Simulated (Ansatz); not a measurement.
in.yaml

```yaml
crystal:
  periodic: [false, false, false]
  atoms:
    - {symbol: Ge, position_ang: [0.000034, -0.000003, -0.018730]}
    - {symbol: H, position_ang: [1.465006, 0.016889, 0.452573]}
    - {symbol: H, position_ang: [-0.748285, 1.261093, 0.448403]}
    - {symbol: H, position_ang: [-0.719150, -1.277779, 0.448837]}
basis:
  gaussian: {orbitals: "6-31G*"}
magnetization: {spin_polarized: false, initial_magnetization: 1}
correlation: {method: fic_nevpt4_sd, electrons: outside_noble_gas, active_space: {window: {electrons: 1, orbitals: 3}}}
```

```sh
$ ansatz run in.yaml --threads 1 --pin off --events-out ev --progress --plain --max-ram 2393MiB
```

Log:

```
406 factors; integrals over basis functions are off by at most 3.6e-4 eV
mean field evaluation 1: about -56511.3515 eV, gradient 8.0e0 eV
mean field evaluation 2: about -56511.3613 eV, gradient 8.0e0 eV
mean field evaluation 4: about -56511.8293 eV, gradient 1.6e0 eV
mean field evaluation 8: about -56511.8347 eV, gradient 4.7e-4 eV
mean field -56511.83470566 eV, -2076.7716203355 hartree, gradient 1.7e-6 eV, S^2 0.750000; 0 other end points of the search recorded, 0 dependent functions left out
reference -56511.83470566 eV, -2076.7716203355 hartree; 18, 17 occupied and 23, 24 virtual orbitals, 406 factors
state -56511.83470566 eV, -2076.7716203355 hartree
state -56511.83470566 eV, -2076.7716203355 hartree; corrected -56514.35062300 eV, -2076.8640785927 hartree
WARN: 2 active orbitals are nearly empty or full. The corrections depend on them more than the energy does, and are more stable in an active space without them
Total energy: -56514.35062300 eV, -2076.8640785927 hartree
```

Natural occupations: 1.0000 0.0000 0.0000.

Ran on 1 thread of Arm Neoverse V2, shared host: 1.1 s wall, 0.16 GiB peak host memory.
